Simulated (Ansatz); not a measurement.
**How the LA phonon frequency at L of rock-salt KCl moves with the method**

No measured value is used here.

### Question
Put these levels in order of the LA phonon frequency at L that they give for rock-salt KCl, smallest first: LDA (Ansatz, an electronic-structure program), PBE (Ansatz), r²SCAN (Ansatz).

### Answer
PBE (143 cm⁻¹), r²SCAN (150 cm⁻¹), LDA (158 cm⁻¹)

Unless a cell is named, each level is at its own relaxed cell (LDA 28.04, PBE 32.48, r²SCAN 31.15 Å³/atom).

Each level is taken at its own relaxed cell. Cutoffs differ between the levels. Ansatz's density-functional and Hartree–Fock values are scalar-relativistic unless marked +SOC, with PAW data made under PBE.
